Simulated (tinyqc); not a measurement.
Inside a calculation. Method: RHF in the sto-3g basis, for H2F+, spin multiplicity 1. One step of it, computed by the program tinyqc.

Task: Iteration 2: building the Fock matrix. J_ij = sum D_kl (ij|kl), K_ij = sum D_kl (ik|jl); F = H + J - 0.5 K; E = tr D H + tr D J / 2 - 0.25 tr D K + E_nn.

D after iteration 1:
```
            1F 1s      1F 2s    1F 2px     1F 2py     1F 2pz      2H 1s      3H 1s
1F 1s    2.116377  -0.487823  0.000000   0.002010   0.029569  -0.019817  -0.019071
1F 2s   -0.487823   2.052464  0.000000  -0.011087  -0.153381   0.054850   0.054971
1F 2px   0.000000   0.000000  2.000000   0.000000   0.000000   0.000000   0.000000
1F 2py   0.002010  -0.011087  0.000000   1.714189  -0.011874   0.300881  -0.288500
1F 2pz   0.029569  -0.153381  0.000000  -0.011874   1.812629   0.241557   0.231746
2H 1s   -0.019817   0.054850  0.000000   0.300881   0.241557   0.088517  -0.016987
3H 1s   -0.019071   0.054971  0.000000  -0.288500   0.231746  -0.016987   0.080271
```

core Hamiltonian H = T + V (hartree):
```
             1F 1s       1F 2s     1F 2px     1F 2py     1F 2pz      2H 1s      3H 1s
1F 1s   -40.839841   -9.583589   0.000000  -0.000393  -0.009343  -0.853894  -0.773108
1F 2s    -9.583589  -11.317793   0.000000  -0.004821  -0.116570  -2.159478  -1.983882
1F 2px    0.000000    0.000000  -8.984330   0.000000   0.000000   0.000000   0.000000
1F 2py   -0.000393   -0.004821   0.000000  -9.041126  -0.002170  -1.219239   1.129094
1F 2pz   -0.009343   -0.116570   0.000000  -0.002170  -9.020225  -0.992669  -0.920328
2H 1s    -0.853894   -2.159478   0.000000  -1.219239  -0.992669  -4.416595  -0.659638
3H 1s    -0.773108   -1.983882   0.000000   1.129094  -0.920328  -0.659638  -4.301267
```

Two-electron integrals (ij|kl) in chemists' order, unique and non-zero (hartree):
```
(11|11) 5.403501    (21|11) 0.841920    (21|21) 0.156299    (22|11) 1.268028
(22|21) 0.292344    (22|22) 0.926167    (31|31) 0.027998    (32|31) 0.043169
(32|32) 0.204588    (33|11) 1.264502    (33|21) 0.292403    (33|22) 0.925959
(33|33) 0.997514    (41|41) 0.027998    (42|41) 0.043169    (42|42) 0.204588
(43|43) 0.053770    (44|11) 1.264502    (44|21) 0.292403    (44|22) 0.925959
(44|33) 0.889973    (44|44) 0.997514    (51|51) 0.027998    (52|51) 0.043169
(52|52) 0.204588    (53|53) 0.053770    (54|54) 0.053770    (55|11) 1.264502
(55|21) 0.292403    (55|22) 0.925959    (55|33) 0.889973    (55|44) 0.889973
(55|55) 0.997514    (61|11) 0.075225    (61|21) 0.013859    (61|22) 0.025801
(61|33) 0.025763    (61|41) 0.000424    (61|42) 0.000804    (61|44) 0.025835
(61|51) 0.000337    (61|52) 0.000639    (61|54) 0.000057    (61|55) 0.025809
(61|61) 0.001241    (62|11) 0.211970    (62|21) 0.049619    (62|22) 0.178074
(62|33) 0.175392    (62|41) 0.002615    (62|42) 0.021441    (62|44) 0.180212
(62|51) 0.002079    (62|52) 0.017046    (62|54) 0.003832    (62|55) 0.178439
(62|61) 0.004468    (62|62) 0.044061    (63|31) 0.004930    (63|32) 0.030229
(63|43) 0.004379    (63|53) 0.003481    (63|63) 0.006222    (64|11) 0.119956
(64|21) 0.028418    (64|22) 0.109275    (64|33) 0.104794    (64|41) 0.006224
(64|42) 0.042506    (64|44) 0.116346    (64|51) 0.001029    (64|52) 0.009760
(64|54) 0.005703    (64|55) 0.106561    (64|61) 0.002651    (64|62) 0.033300
(64|64) 0.031255    (65|11) 0.095365    (65|21) 0.022593    (65|22) 0.086874
(65|33) 0.083311    (65|41) 0.001029    (65|42) 0.009760    (65|44) 0.085533
(65|51) 0.005748    (65|52) 0.037988    (65|54) 0.006145    (65|55) 0.091678
(65|61) 0.002108    (65|62) 0.026473    (65|64) 0.019901    (65|65) 0.022043
(66|11) 0.409869    (66|21) 0.097468    (66|22) 0.404525    (66|33) 0.392574
(66|41) 0.005656    (66|42) 0.066569    (66|44) 0.414345    (66|51) 0.004497
(66|52) 0.052922    (66|54) 0.017308    (66|55) 0.406333    (66|61) 0.008805
(66|62) 0.135771    (66|64) 0.120085    (66|65) 0.095467    (66|66) 0.774606
(71|11) 0.068104    (71|21) 0.012547    (71|22) 0.023359    (71|33) 0.023326
(71|41) -0.000379   (71|42) -0.000719   (71|44) 0.023389    (71|51) 0.000302
(71|52) 0.000572    (71|54) -0.000050   (71|55) 0.023366    (71|61) 0.001111
(71|62) 0.003948    (71|64) 0.002178    (71|65) 0.001864    (71|66) 0.007754
(71|71) 0.001017    (72|11) 0.194243    (72|21) 0.045478    (72|22) 0.163519
(72|33) 0.161065    (72|41) -0.002386   (72|42) -0.019698   (72|44) 0.165476
(72|51) 0.001897    (72|52) 0.015659    (72|54) -0.003506   (72|55) 0.163852
(72|61) 0.003997    (72|62) 0.032751    (72|64) 0.017187    (72|65) 0.019098
(72|66) 0.081666    (72|71) 0.003707    (72|72) 0.037376    (73|31) 0.004492
(73|32) 0.027658    (73|43) -0.004008   (73|53) 0.003186    (73|63) 0.004449
(73|73) 0.005253    (74|11) -0.110669   (74|21) -0.026222   (74|22) -0.101057
(74|33) -0.096945   (74|41) 0.005675    (74|42) 0.038967    (74|44) -0.107537
(74|51) -0.000941   (74|52) -0.008990   (74|54) 0.005234    (74|55) -0.098573
(74|61) -0.002220   (74|62) -0.017353   (74|64) -0.004921   (74|65) -0.009959
(74|66) -0.041101   (74|71) -0.002212   (74|72) -0.028472   (74|74) 0.026836
(75|11) 0.087979    (75|21) 0.020846    (75|22) 0.080337    (75|33) 0.077068
(75|41) -0.000941   (75|42) -0.008990   (75|44) 0.079116    (75|51) 0.005240
(75|52) 0.034805    (75|54) -0.005636   (75|55) 0.084735    (75|61) 0.001899
(75|62) 0.019204    (75|64) 0.009935    (75|65) 0.015527    (75|66) 0.052718
(75|71) 0.001759    (75|72) 0.022635    (75|74) -0.017158   (75|75) 0.018893
(76|11) 0.058453    (76|21) 0.013846    (76|22) 0.055300    (76|33) 0.054172
(76|41) -0.000006   (76|42) -0.000080   (76|44) 0.055032    (76|51) 0.000858
(76|52) 0.008978    (76|54) -0.000015   (76|55) 0.056642    (76|61) 0.001237
(76|62) 0.014343    (76|64) 0.009586    (76|65) 0.009921    (76|66) 0.052321
(76|71) 0.001120    (76|72) 0.013304    (76|74) -0.009028   (76|75) 0.009278
(76|76) 0.006512    (77|11) 0.397078    (77|21) 0.094438    (77|22) 0.392664
(77|33) 0.381439    (77|41) -0.005342   (77|42) -0.063365   (77|44) 0.401899
(77|51) 0.004246    (77|52) 0.050373    (77|54) -0.016266   (77|55) 0.394370
(77|61) 0.008299    (77|62) 0.086368    (77|64) 0.043254    (77|65) 0.055287
(77|66) 0.259370    (77|71) 0.007717    (77|72) 0.122637    (77|74) -0.109534
(77|75) 0.087076    (77|76) 0.052321    (77|77) 0.774606
```

nuclear repulsion = 7.59368289 hartree

Give: Coulomb J; exchange K; Fock matrix F; total energy of this density.

Result:

Coulomb J (hartree):
```
         1F 1s   1F 2s  1F 2px  1F 2py  1F 2pz  2H 1s   3H 1s
1F 1s   20.534   3.923   0.000   0.000  -0.004  0.348   0.315
1F 2s    3.923   9.721   0.000   0.000  -0.003  1.821   1.671
1F 2px   0.000   0.000   9.719   0.000   0.000  0.000   0.000
1F 2py   0.000   0.000   0.000   9.708   0.000  1.104  -1.019
1F 2pz  -0.004  -0.003   0.000   0.000   9.711  0.879   0.812
2H 1s    0.348   1.821   0.000   1.104   0.879  4.094   0.558
3H 1s    0.315   1.671   0.000  -1.019   0.812  0.558   3.969
```

exchange K (hartree):
```
         1F 1s   1F 2s  1F 2px  1F 2py  1F 2pz  2H 1s   3H 1s
1F 1s   11.088   1.929   0.000   0.000   0.001  0.183   0.166
1F 2s    1.929   3.157   0.000  -0.002  -0.044  0.633   0.582
1F 2px   0.000   0.000   2.637   0.000   0.000  0.000   0.000
1F 2py   0.000  -0.002   0.000   2.503  -0.005  0.398  -0.370
1F 2pz   0.001  -0.044   0.000  -0.005   2.546  0.326   0.304
2H 1s    0.183   0.633   0.000   0.398   0.326  0.386   0.114
3H 1s    0.166   0.582   0.000  -0.370   0.304  0.114   0.338
```

Fock matrix F (hartree):
```
          1F 1s   1F 2s  1F 2px  1F 2py  1F 2pz   2H 1s   3H 1s
1F 1s   -25.850  -6.625   0.000  -0.001  -0.014  -0.597  -0.541
1F 2s    -6.625  -3.175   0.000  -0.003  -0.097  -0.654  -0.603
1F 2px    0.000   0.000  -0.584   0.000   0.000   0.000   0.000
1F 2py   -0.001  -0.003   0.000  -0.585   0.000  -0.315   0.295
1F 2pz   -0.014  -0.097   0.000   0.000  -0.582  -0.277  -0.260
2H 1s    -0.597  -0.654   0.000  -0.315  -0.277  -0.516  -0.159
3H 1s    -0.541  -0.603   0.000   0.295  -0.260  -0.159  -0.501
```

total energy of this density = -98.52472 hartree
